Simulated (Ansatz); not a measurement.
Bulk modulus B0 (GPa) of solids drawn from the class of tetrahedrally bonded semiconductors and semimetals, at two levels: PBE (PAW; Ansatz, a quantum-chemistry and plane-wave program), and PBEsol (plane waves, PAW; Ansatz).

| solid | PBE | PBEsol | shift (%) |
|---|---|---|---|
| zinc-blende HgS (metastable phase) | 50.3 | 60.3 | +19.9 |
| zinc-blende HgSe | 42.6 | 51.6 | +21 |
| wurtzite BN (high-pressure phase) | 372 | 386 | +3.8 |
| zinc-blende HgTe | 34.2 | 42.1 | +23 |
| zinc-blende InAs | 48.5 | 55.7 | +14.8 |
| zinc-blende GaSb | 44.7 | 51.3 | +14.8 |
| zinc-blende InSb | 36.7 | 42.8 | +16.6 |

The shifts run from +3.8 % to +23 %, with a median of +16.6 %.

Over all 7 rows PBEsol is the larger in 7.

Ansatz's runs of these crystals have no spin polarisation.

Spin–orbit coupling is left out, also for the solids with elements from indium on (zinc-blende HgS, zinc-blende HgSe, zinc-blende HgTe, zinc-blende InAs, zinc-blende GaSb, zinc-blende InSb); its size isn't shown.

Each level is taken at its own relaxed cell. Caveats: the gap of the solid is closed in this run (PBE: zinc-blende InAs, zinc-blende GaSb, zinc-blende InSb; PBEsol: zinc-blende InAs, zinc-blende InSb). Ansatz's density-functional and Hartree–Fock values are scalar-relativistic unless marked +SOC, with PAW data made under PBE.
